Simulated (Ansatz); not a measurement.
A run on C₄H₃FO, SMILES `Fc1ccco1` with other settings.

```yaml
crystal:
  periodic: [false, false, false]
  atoms:
    - {symbol: F, position_ang: [1.099640, 1.257318, -2.231237]}
    - {symbol: C, position_ang: [0.522436, 0.597925, -1.056948]}
    - {symbol: C, position_ang: [0.818003, -0.726434, -0.394450]}
    - {symbol: C, position_ang: [-0.204389, -0.783272, 0.840522]}
    - {symbol: C, position_ang: [-1.008013, 0.496960, 0.803088]}
    - {symbol: O, position_ang: [-0.561036, 1.363092, -0.376909]}
    - {symbol: H, position_ang: [1.640500, -1.539558, -0.734662]}
    - {symbol: H, position_ang: [-0.317010, -1.673372, 1.648726]}
    - {symbol: H, position_ang: [-1.890902, 0.955482, 1.482942]}
basis:
  gaussian: {orbitals: cc-pVDZ}
total_charge: 1
magnetization: {spin_polarized: true, initial_magnetization: 1}
hamiltonian: {xc: {name: PBE0-DH}}
output: {forces: true}
```

```sh
$ ansatz run in.yaml --threads 4 --pin off --events-out ev --progress --plain --max-ram 10444MiB
```

Shortened log:

```
Functional definition: PBE0-DH
915 factors; integrals over basis functions are off by at most 1.1e-3 eV
mean field evaluation 1: about -8927.8659 eV, gradient 3.6e1 eV
mean field evaluation 2: about -8928.0020 eV, gradient 3.6e1 eV
mean field evaluation 4: about -8932.8586 eV, gradient 5.9e0 eV
mean field evaluation 8: about -8933.0681 eV, gradient 4.6e-1 eV
mean field evaluation 16: about -8933.0760 eV, gradient 3.2e-2 eV
mean field evaluation 32: about -8933.0761 eV, gradient 2.3e-5 eV
mean field -8933.07614594 eV, -328.2844933067 hartree, gradient 6.4e-6 eV, S^2 0.799229; 2 other end points of the search recorded, 0 dependent functions left out
6 core orbitals not correlated: weight in the atoms' cores, before any rotation towards them, 1.000 or more for the frozen orbitals, at most 0.000 for the correlated occupied ones
reference -8933.07615767 eV, -328.2844937378 hartree; 16, 15 occupied and 77, 78 virtual orbitals, 915 factors
second order -31.04369644 eV of doubles, -0.00000000 eV of singles
Total energy: -8936.95661972 eV, -328.4270980880 hartree
Atom 0 at     1.099640     1.257318    -2.231237 Å, force    -2.781684    -3.109355     5.607335 eV/Å
Atom 1 at     0.522436     0.597925    -1.056948 Å, force    -0.944254     1.614587    -0.134138 eV/Å
Atom 2 at     0.818003    -0.726434    -0.394450 Å, force    -2.453927     1.272187     1.895143 eV/Å
Atom 3 at    -0.204389    -0.783272     0.840522 Å, force     1.358288     1.630615    -2.825802 eV/Å
Atom 4 at    -1.008013     0.496960     0.803088 Å, force     2.037209    -0.304048    -2.144545 eV/Å
Atom 5 at    -0.561036     1.363092    -0.376909 Å, force     2.331515    -4.597539     0.784761 eV/Å
Atom 6 at     1.640500    -1.539558    -0.734662 Å, force    -2.185902     2.192775     0.880419 eV/Å
Atom 7 at    -0.317010    -1.673372     1.648726 Å, force     0.325902     2.364707    -2.178054 eV/Å
Atom 8 at    -1.890902     0.955482     1.482942 Å, force     2.312853    -1.063930    -1.885119 eV/Å
Dipole moment:    -0.227124    -0.727761     0.818256 e Å
```

It took 12 s on 4 threads of an Arm Neoverse N1 on a shared host, with 0.32 GiB of host memory at the peak.
